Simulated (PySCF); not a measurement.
A structure optimised at PBE0-D3(BJ)/def2-TZVPD, used in a PySCF frequency run:

```xyz
2

Cl     0.0000     0.0000    -0.9901
Cl     0.0000     0.0000     0.9901
```

Q: Write its SMILES, formula and point group.

A: ClCl, Cl2, D∞h

Q: What are its rotational constants (standard atomic weights)?

A: 7.2718 GHz (linear rotor, B only)
